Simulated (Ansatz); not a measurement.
Base system: Cu in the fcc (Cu type) structure (space group Fm-3m, No. 225; a = 3.630 Å).

Method: PBE, PAW, 420 eV (Ansatz, a first-principles code; without spin-orbit coupling).

Now apply this change: every Cu is replaced by Ni; the structure is relaxed again.

Measured lattice parameter a: Cu 3.595 Å (static lattice; corrected from measurement; as listed in Gábor I. Csonka et al., Physical Review B (2009)); Ni 3.508 Å (static lattice; corrected from measurement; as listed in Daniel Mejia-Rodriguez, S. B. Trickey, Phys. Rev. B (2018)).

Task: How well does PBE reproduce the measured shift?

Result: With PBE the lattice parameter a moves by -0.111 Å (3.630 → 3.518) against -0.087 Å measured.

Other magnetic orders, which the real material may have, were not ruled out. Stability against distortions was not tested. Spin-polarised in the final run: Ni; the other runs are not.
